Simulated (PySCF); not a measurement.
Gas-phase reaction: BCl₂ + H₂ → BH₂ + 2 Cl

Method: PySCF energies plus ideal-gas RRHO corrections (1 bar). The comparison is the NASA 1993 polynomial table, which mixes measured and estimated data. After a fit of one offset per element over all species, the range-separated, M06-2X, PBE0/def2-QZVP and CCSD(T)/def2-TZVPP enthalpies, where run, lie to one side of the table for BCl₂ (+48 kJ/mol), BH₂ (+121 kJ/mol): a fault of the table's entry, another state or a shared error of the levels is possible; this was not checked at source. S°(298 K) at PBE0/def2-TZVP differs from the NASA 1993 table for BH₂ (+14 J/mol/K); whether the harmonic model or the table's entry is off was not settled. † marks an energy on the PBE0/def2-TZVP geometry and frequencies. MP2 freezes the core. Open shells (unrestricted): BCl₂ (multiplicity 2), BH₂ (multiplicity 2), Cl (multiplicity 2, electronic degeneracy 6); the rest are closed-shell singlets. Spin-orbit splitting is ignored; it lowers the true energy and changes the entropy of Cl. B3LYP is the form with VWN-RPA correlation. For this reaction the table lies outside the span of B3LYP, CCSD(T), M06-2X, MP2, PBE0, r2SCAN, ωB97M-V, ωB97X-V in their largest bases here; which side is off was not settled. MP2 isn't extrapolated to the basis-set limit; its ΔH°(298 K) is 584.5 kJ in def2-SVP and 613.6 kJ in def2-TZVPP. The harmonic model lacks anharmonicity and excited electronic states, which grow with temperature; levels with a mode under 35 cm⁻¹ are left out. The table's entry may be an old estimate for BCl₂, BH₂ (not checked at source).

```json
[
 {"level": "table", "ΔH°(298 K), kJ": "522.9", "minus table": "-", "ΔG°(2500 K), kJ": "239.6"},
 {"level": "B3LYP/def2-TZVP†", "ΔH°(298 K), kJ": "573.4", "minus table": "50.5", "ΔG°(2500 K), kJ": "246.0"},
 {"level": "MP2/def2-SVP†", "ΔH°(298 K), kJ": "584.5", "minus table": "61.6", "ΔG°(2500 K), kJ": "257.1"},
 {"level": "MP2/def2-TZVPP†", "ΔH°(298 K), kJ": "613.6", "minus table": "90.7", "ΔG°(2500 K), kJ": "286.1"},
 {"level": "LDA/def2-TZVP†", "ΔH°(298 K), kJ": "724.4", "minus table": "201.5", "ΔG°(2500 K), kJ": "397.0"},
 {"level": "ωB97X-V/def2-TZVP†", "ΔH°(298 K), kJ": "594.1", "minus table": "71.2", "ΔG°(2500 K), kJ": "266.6"}
]
```
